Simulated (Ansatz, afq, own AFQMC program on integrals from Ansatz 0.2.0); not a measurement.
**GeH₄Cl, doublet in cc-pVTZ, levels against AFQMC with the constraint released**

```xyz
6

Cl   -2.4867    0.0000    0.0000
H    -0.9687    0.0000    0.0000
Ge    1.1593    0.0000    0.0000
H     1.6280   -1.4659    0.0000
H     1.6280    0.7330   -1.2695
H     1.6280    0.7330    1.2695
```

Connectivity, by distances: ClH ··· GeH3.

Basis cc-pVTZ. Only valence electrons are correlated. Ansatz 0.2.0 and our own AFQMC program on the same integrals; the CISD trial comes from CCSD amplitudes, and released means the phaseless constraint is let go. Uncertainties: one standard error, sampling alone. No spin–orbit coupling.

Determinant: UHF, the one that the program's search chose, which needn't be the lowest solution. The geometry is a point of a scan.

No full CI on the walks' own integrals is used here. The released AFQMC energy serves as the reference, which it does only where one determinant dominates, the energy is flat over the last release times and near the phaseless one (40 meV or 2 meV an electron, half that with transition metals). On small molecules, where full CI could be run and the noise was under 10 meV, such values lay within 10 meV of it in 19 cases of 20, a flattering rate, since the rule was set on those same cases; what remains of the bias isn't in the error bar.

Cautions: no relativity below Rb; no spin-orbit coupling; inner d shell frozen; the released value is read at 1.50 1/Eh with a noise of 15 meV, more than in the cases checked (meV from the phaseless value at times in 1/Eh: -25 ± 12 at 0.24, -36 ± 13 at 0.51, -4 ± 14 at 0.99, -2 ± 15 at 1.50).

```
T1 diagnostic                               : 0.0131
weight of the determinant in the CISD state : 0.846
⟨S²⟩ of the determinant                     : 0.775
size of the correlated space                : 15 electrons in 114 orbitals
```

Reference: AFQMC with the constraint released, correlation energy -10.378 ± 0.015 eV.

```json
{"level": "HF", "E − E(reference) (mEh)": "381.37 ± 0.57", "share of correlation (%)": "0.00"}
{"level": "MP2", "E − E(reference) (mEh)": "58.06 ± 0.57", "share of correlation (%)": "84.78"}
{"level": "CCSD", "E − E(reference) (mEh)": "13.21 ± 0.57", "share of correlation (%)": "96.54"}
{"level": "CCSD(T)", "E − E(reference) (mEh)": "0.63 ± 0.57", "share of correlation (%)": "99.84"}
{"level": "ph-AFQMC/CISD", "E − E(reference) (mEh)": "0.06 ± 0.72", "share of correlation (%)": "99.99"}
```

A walk keeps the symmetry of its determinant, which the program's search chose and which needn't be the lowest solution, so a lower state of the same spin and another symmetry isn't excluded. Released energies are given only where the last usable release times agree within the noise; a slower fall can still hide under it.
